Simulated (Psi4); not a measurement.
# CCSD(T)/6-311+G(d,p) (sweep point 3) run of BH5O (B(H2O)H3)

What is the vertical singlet–triplet gap of BH5O (B(H2O)H3) at CCSD(T)/6-311+G** (sweep point 3)? Input form: a Python script.

The results are computed with Psi4 1.11.

4 further runs of the same task are left out: 4 set aside as unsound or not needed.

## 1. Starting point

The species is BH5O (7 atoms), meant as a singlet with charge 0. As SMILES, `[H]B([H])([H])<-O`. Geometry: relaxed at GFN2-xTB.

Bond lengths: B1–O2 1.700 Å, O2–H3 0.963 Å, O2–H4 0.962 Å, B1–H5 1.182 Å, B1–H6 1.191 Å, B1–H7 1.182 Å. Angles: B1–O2–H3 102.2°, B1–O2–H4 102.2°, O2–B1–H5 103.7°, O2–B1–H6 104.3°, O2–B1–H7 103.7°, H3–O2–H4 109.6°, H5–B1–H6 114.2°, H5–B1–H7 114.8°, H6–B1–H7 114.2°.

## 2. A single-point energy at CCSD(T)/6-311+G(d,p) (sweep point 3)

run.py reads:

```python
import psi4

psi4.set_memory('1600 MB')
psi4.set_num_threads(1)
psi4.set_output_file('bh5o.out', False)

molecule = psi4.geometry("""
0 1
B      0.067800    -0.111690    -0.668890
O      0.100820    -0.146640     1.030730
H     -0.836060    -0.142600     1.252490
H      0.486320     0.708910     1.244780
H      1.210120    -0.068530    -0.970290
H     -0.544260     0.876330    -0.930190
H     -0.484730    -1.115770    -0.958620
symmetry c1
""")

options = {'basis': '6-311+G**', 'puream': True, 'scf_type': 'pk', 'num_frozen_docc': 2, 'd_convergence': 0.0001, 'e_convergence': 0.0001}
psi4.set_options(options)

energy_value = psi4.energy('ccsd(t)', molecule=molecule)
print(f'total energy {energy_value:.8f} hartree = {energy_value * 27.211386:.5f} eV')
```

Started as:

```sh
$ python run.py
```

bh5o.out:

```text
[...]
  Running in c1 symmetry.
[...]
  Nuclear repulsion =   38.322877331886730
[...]
  Multiplicity = 1
[...]
  Nalpha       = 9
  Nbeta        = 9
[...]
    Number of basis functions: 74
[...]
   @RHF iter   1:  -102.37735476335139   -6.76354e-01   5.12560e-03 ADIIS/DIIS
[...]
   @RHF iter   6:  -102.45510321623070   -8.38666e-06   7.52589e-06 DIIS
[...]
    Orbital Energies [Eh]
    ---------------------
    Doubly Occupied:
       1A    -20.664040     2A     -7.552788     3A     -1.459806
       4A     -0.824751     5A     -0.751230     6A     -0.665030
       7A     -0.567944     8A     -0.441531     9A     -0.435017
[...]
  @RHF Final Energy:  -102.45510321623070
   => Energetics <=
    Nuclear Repulsion Energy =             38.3228773318867297
    One-Electron Energy =                -214.8323832323937950
    Two-Electron Energy =                  74.0544026842763685
    Total Energy =                       -102.4551032162306967
[...]
 Multipole Moments:
 ------------------------------------------------------------------------------------
     Multipole            Electronic (a.u.)      Nuclear  (a.u.)        Total (a.u.)
 ------------------------------------------------------------------------------------
 L = 1.  Multiply by 2.5417464519 to convert [e a0] to [Debye]
 Dipole X            :          0.1102931           -0.4776434           -0.3673503
 Dipole Y            :         -0.1507318            0.7347283            0.5839965
 Dipole Z            :          2.2461079           -0.7181296            1.5279783
 Magnitude           :                                                    1.6765190
[...]
      * MP2 total energy                      = -102.790544063329449
[...]
      * CCSD total energy                     = -102.817487831111649
[...]
      * CCSD(T) total energy                  = -102.826498489318794
```

On the terminal:

```text
total energy -102.82649849 hartree = -2798.05154 eV
```

It took 7.2 s on 1 thread of Intel Xeon 6975P-C (Granite Rapids), shared host; peak memory 0.48 GiB.

## 3. The triplet

calc.py reads:

```python
import psi4

psi4.set_memory('1600 MB')
psi4.set_num_threads(1)
psi4.set_output_file('psi4.out', False)

molecule = psi4.geometry("""
0 3
B      0.067800    -0.111690    -0.668890
O      0.100820    -0.146640     1.030730
H     -0.836060    -0.142600     1.252490
H      0.486320     0.708910     1.244780
H      1.210120    -0.068530    -0.970290
H     -0.544260     0.876330    -0.930190
H     -0.484730    -1.115770    -0.958620
units angstrom
symmetry c1
""")

psi4.set_options({
    'reference': 'uhf',
    'puream': True,
    'scf_type': 'pk',
    'num_frozen_docc': 2,
    'd_convergence': 0.0001,
    'e_convergence': 0.0001,
    'maxiter': 150,
})

e_tot, wfn = psi4.energy("ccsd(t)/6-311+G**", return_wfn=True)
print(f'total energy {e_tot:.8f} hartree = {e_tot * 27.211386:.5f} eV')
for k, v in sorted(psi4.core.scalar_variables().items()):
    print(f'{k:45s} {v:18.10f}')
```

Started as:

```sh
$ python calc.py
```

psi4.out:

```text
[...]
  Running in c1 symmetry.
[...]
  Nuclear repulsion =   38.322877331886730
[...]
  Multiplicity = 3
[...]
  Nalpha       = 10
  Nbeta        = 8
[...]
    Number of basis functions: 74
[...]
   @UHF iter   1:  -102.09642025439338   -3.95420e-01   5.21853e-03 DIIS/ADIIS
[...]
   @UHF iter   9:  -102.20746893616924   -2.36316e-05   1.30510e-05 DIIS
[...]
   @S^2 Observed:                2.011153442E+00
[...]
    Orbital Energies [Eh]
    ---------------------
    Alpha Occupied:
       1A    -20.686105     2A     -7.704277     3A     -1.489431
       4A     -0.892951     5A     -0.836891     6A     -0.742297
       7A     -0.645836     8A     -0.621390     9A     -0.562682
      10A     -0.146839
    Alpha Virtual:
      11A      0.042840    12A      0.050696    13A      0.061056
      14A      0.157980    15A      0.164804    16A      0.170655
      17A      0.187592    18A      0.205449    19A      0.218621
      20A      0.239423    21A      0.271609    22A      0.283444
      23A      0.356577    24A      0.367365    25A      0.386705
[...]
  @UHF Final Energy:  -102.20746893616924
   => Energetics <=
    Nuclear Repulsion Energy =             38.3228773318867297
    One-Electron Energy =                -213.4728973053809682
    Two-Electron Energy =                  72.9425510373250034
    Total Energy =                       -102.2074689361692350
  UHF NO Occupations:
  HONO-2 :    8  A 1.9959040
  HONO-1 :    9  A 1.0000000
[...]
 Multipole Moments:
 ------------------------------------------------------------------------------------
     Multipole            Electronic (a.u.)      Nuclear  (a.u.)        Total (a.u.)
 ------------------------------------------------------------------------------------
 L = 1.  Multiply by 2.5417464519 to convert [e a0] to [Debye]
 Dipole X            :          0.5920852           -0.4776434            0.1144417
 Dipole Y            :         -0.9195512            0.7347283           -0.1848229
 Dipole Z            :         -0.3259399           -0.7181296           -1.0440695
 Magnitude           :                                                    1.0664603
[...]
      * MP2 total energy                      = -102.538440872779105
[...]
      * CCSD total energy                     = -102.565463757498819
[...]
      * CCSD(T) total energy                     = -102.577737577576073
```

Run time: 29 s. Hardware: 1 thread of Intel Xeon 6975P-C (Granite Rapids), shared host; peak memory 0.51 GiB.

## 4. Outcome

Level: CCSD(T)/6-311+G** (sweep point 3), 2 core orbitals frozen.

```
                                                           quantity          value
                                              singlet: total energy  -102.82650 Eh
                       singlet: HOMO energy (Hartree–Fock orbitals)      -11.84 eV
                       singlet: LUMO energy (Hartree–Fock orbitals)        1.12 eV
                     singlet: HOMO–LUMO gap (Hartree–Fock orbitals)       12.96 eV
               singlet: correlation energy (2 core orbitals frozen)     -371.4 mEh
                                            singlet: (T) correction      -9.01 mEh
                                             singlet: T1 diagnostic          0.010
                                              triplet: total energy  -102.57774 Eh
triplet: HOMO energy (Hartree–Fock orbitals) (highest over α and β)       -4.00 eV
               triplet: correlation energy (2 core orbitals frozen)     -370.3 mEh
                                            triplet: (T) correction     -12.27 mEh
                         triplet: ⟨S²⟩ of the reference determinant          2.011
                                             triplet: T1 diagnostic          0.054
                   vertical energy of the triplet above the singlet       6.769 eV
```

What this shows: At this shape the triplet lies 6.77 eV (653 kJ/mol) above the singlet. The triples (singlet) make up 2.4 % of the correlation energy. The T1 diagnostic (triplet) of 0.054 is above the customary mark for such species, so a single reference may not serve. The triples (triplet) make up 3.3 % of the correlation energy.
